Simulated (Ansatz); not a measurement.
A nudged elastic band was laid between two geometries of C$_{3}$H$_{4}$N$_{2}$O (10 atoms, charge 0, multiplicity 1).

Computed with RKS PBE0/def2-SVP (Ansatz).

- movable images: 5
- climbing image: yes
- spring: 5.0 eV/Å²
- optimiser: quadratic models (default)
- start path: straight line
- force threshold: 0.05 eV/Å
- iteration limit: 60
- end points: relaxed

Initial state:

```xyz
10
Properties=species:S:1:pos:R:3
N -0.599 -1.734 -0.727
C -0.253 -0.535 -0.182
N -0.880 0.135 0.734
C -0.139 1.296 0.854
C 0.911 1.259 0.000
O 0.839 0.067 -0.677
H 0.153 -2.281 -1.125
H -1.276 -2.256 -0.186
H -0.412 2.082 1.556
H 1.740 1.915 -0.244
```

Final state:

```xyz
10
Properties=species:S:1:pos:R:3
N -0.760 -1.524 -0.420
C -0.162 -0.349 -0.118
N -0.555 0.595 0.726
C 0.313 1.725 0.735
C 1.221 1.321 -0.183
O 0.922 0.015 -0.717
H -0.209 -2.192 -0.942
H -1.418 -1.913 0.241
H -1.391 0.525 1.295
H 2.123 1.744 -0.614
```

Task: What changes between the two ends?

Result: Bonds broken: C4–H9. Bonds formed: N3–H9.

Task: Give the energies along the band, and the barrier.

Result: The forces met the threshold. The highest image is number 4 of 0 to 6, 369.9 kJ/mol above the first end and 163.1 kJ/mol above the last; the last end lies 206.8 kJ/mol above the first. Neighbouring images differ by up to 1.7 eV, so the band resolves the path poorly. The order of the stationary point at the top wasn't checked. The orbitals stay closed-shell, which can raise the energy where a bond breaks towards radicals; this wasn't checked here.

| image | path coordinate (Å) | energy (kJ/mol) | C4–H9 (Å) | N3–H9 (Å) |
| --- | --- | --- | --- | --- |
| 0 | 0.00 | 0.0 | 1.09 | 2.16 |
| 1 | 0.40 | 18.1 | 1.08 | 2.06 |
| 2 | 0.80 | 100.0 | 1.08 | 1.82 |
| 3 | 1.19 | 260.7 | 1.14 | 1.49 |
| 4 | 1.59 | 369.9 | 1.38 | 1.15 |
| 5 | 2.14 | 262.1 | 1.88 | 1.01 |
| 6 | 2.69 | 206.8 | 2.16 | 1.01 |

Task: What is the geometry of the highest image?

Result: 
```xyz
10
Properties=species:S:1:pos:R:3:forces:R:3
N -0.711 -1.618 -0.513 0.02 0.00 0.01
C -0.181 -0.452 -0.091 0.01 0.00 -0.03
N -0.592 0.310 0.900 -0.02 -0.01 0.03
C 0.236 1.534 0.888 0.02 0.04 0.01
C 1.112 1.291 -0.112 -0.02 -0.01 0.01
O 0.890 0.021 -0.676 0.00 -0.01 -0.01
H -0.148 -2.209 -1.109 0.00 0.00 0.00
H -1.369 -2.072 0.105 0.00 0.00 0.00
H -1.098 1.309 1.165 -0.01 -0.01 -0.01
H 1.943 1.833 -0.554 0.00 0.00 0.00
```

Run time: 3.5 min on 2 threads of Arm Neoverse V2 (shared host), peak memory 0.23 GiB.
